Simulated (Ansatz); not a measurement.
# CHBSi (quintet): wave-function methods side by side, def2-QZVPP

The task here is to estimate one member of a computed series from the others.

Program: Ansatz 0.2.0, Gaussian basis. Level of theory: def2-QZVPP, core rule «outside noble gas», up to 7 orbitals frozen. These are calculated values, not measurements.

Plan: UHF; ROHF; CCSD(T) on UHF.

2 further runs of the same task are left out: 2 set aside as unsound or not needed.

## The system

The geometry is a PBE0/def2-TZVP stationary point (not a proven minimum) of the parent state, kept for this charge and spin.

4 atoms, charge 0, spin multiplicity 5.

Atoms are counted from 1 here; the program's logs count them from 0.

Bond lengths: B1–Si2 2.104 Å, B1–C3 1.413 Å, Si2–C3 1.748 Å, Si2–H4 1.507 Å. Angles: Si2–B1–C3 55.5°, B1–Si2–C3 41.8°, B1–Si2–H4 159.6°, C3–Si2–H4 117.8°, B1–C3–Si2 82.7°.

Geometry (Å):

```xyz
4
charge 0, multiplicity 5
B     0.0000   -0.5421    1.3116
Si    0.0000   -0.1375   -0.7527
C     0.0000    0.7549    0.7505
H     0.0000    0.6499   -2.0374
```

Set-up of the first run:

Input file in.yaml:

```yaml
crystal:
  periodic: [false, false, false]
  atoms:
    - {symbol: B, position_ang: [0.000000, -0.542119, 1.311636]}
    - {symbol: Si, position_ang: [0.000000, -0.137461, -0.752718]}
    - {symbol: C, position_ang: [0.000000, 0.754866, 0.750494]}
    - {symbol: H, position_ang: [0.000000, 0.649881, -2.037416]}
basis:
  gaussian: {orbitals: "def2-QZVPP.json"}
magnetization: {spin_polarized: true, initial_magnetization: 4}
hamiltonian: {xc: hf}
output: {orbitals: {seedname: orbitals}}
```

On the command line:

```
$ ansatz run in.yaml --threads 1 --pin off --events-out ev --progress --plain --max-ram 2393MiB
```

Among the steps run: UHF; ROHF; CCSD(T) on UHF.

One of the session's tables, all rows but one given; the rest of the session is left out.

```
  method  from UCCSD(T) (kcal/mol)
    ROHF                   +219.29
     UHF                   +210.05
    UMP2                         ?
   UCCSD                    +11.77
UCCSD(T)                         0
```

**Question.** Estimate the row for UMP2.

The run gave: from UCCSD(T) (kcal/mol): +35.53. In the column «from UCCSD(T) (kcal/mol)» it lies between UCCSD (+11.77) and UHF (+210.05).
